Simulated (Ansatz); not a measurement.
We consider tetragonal perovskite BaTiO3, described by PBE0 (Ansatz, an electronic-structure program, PAW).

Numerical settings: plane-wave cutoff 520 eV, 6×6×6 k mesh, Fermi–Dirac smearing 0.01 eV, no spin polarisation, scalar-relativistic PAW data made under PBE.

Starting structure:

```yaml
crystal:
  lattice:
    - [3.99000, 0.00000, 0.00000]
    - [0.00000, 3.99000, 0.00000]
    - [0.00000, 0.00000, 4.04000]
  atoms:
    - { symbol: Ba, position: [0.00000, 0.00000, 0.00000] }
    - { symbol: Ti, position: [0.50000, 0.50000, 0.51300] }
    - { symbol: O, position: [0.50000, 0.50000, 0.97700] }
    - { symbol: O, position: [0.00000, 0.50000, 0.48700] }
    - { symbol: O, position: [0.50000, 0.00000, 0.48700] }
```

Into what structure does the relaxation of cell and atoms lead at this level, with the symmetry of the start kept?

The volume increases by 0.3 %; final space group P4mm.
```yaml
crystal:
  lattice:
    - [3.95034, 0.00000, 0.00000]
    - [0.00000, 3.95034, 0.00000]
    - [0.00000, 0.00000, 4.13342]
  atoms:
    - { symbol: Ba, position: [0.00000, 0.00000, 0.00890] }
    - { symbol: Ti, position: [0.50000, 0.50000, 0.52763] }
    - { symbol: O, position: [0.50000, 0.50000, 0.96190] }
    - { symbol: O, position: [0.00000, 0.50000, 0.48278] }
    - { symbol: O, position: [0.50000, 0.00000, 0.48278] }
```
